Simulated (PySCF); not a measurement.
## Gas-phase thermal properties of C₄H₆ (butadiene)

Method: PySCF energies (xtb for GFN2) plus ideal-gas RRHO corrections (1 bar). The comparison is the NASA 1993 polynomial table, which mixes measured and estimated data. 6-31G* has spherical d functions here. All species are closed-shell singlets. B3LYP is the form with VWN-RPA correlation. The harmonic model lacks anharmonicity and excited electronic states, which grow with temperature; levels with a mode under 35 cm⁻¹ are left out. Internal rotation in C₄H₆ (butadiene) is treated as a harmonic vibration of one conformer, which makes the entropy rough.

```csv
level,point group,σ,ZPE (kJ/mol),S°298 (J/mol/K),Cp298 (J/mol/K),S°1000 (J/mol/K),H1000 − H298 (kJ/mol)
table,-,-,-,278.8,79.8,433.5,96.3
B3LYP/6-31G*,C2h,2,224.4,276.5,74.1,421.3,90.6
GFN2-xTB,C2h,2,217.5,278.9,76.3,426.7,92.3
HF/6-31G*,C2h,2,240.3,274.3,69.3,411.5,86.1
PBE/def2-SVP,C2h,2,216.6,277.8,76.7,426.5,92.9
PBE0/def2-TZVP,C2h,2,223.8,276.6,74.2,421.7,90.8
```
σ: rotational symmetry number. Electronic degeneracy used: 1. Frequencies are unscaled.
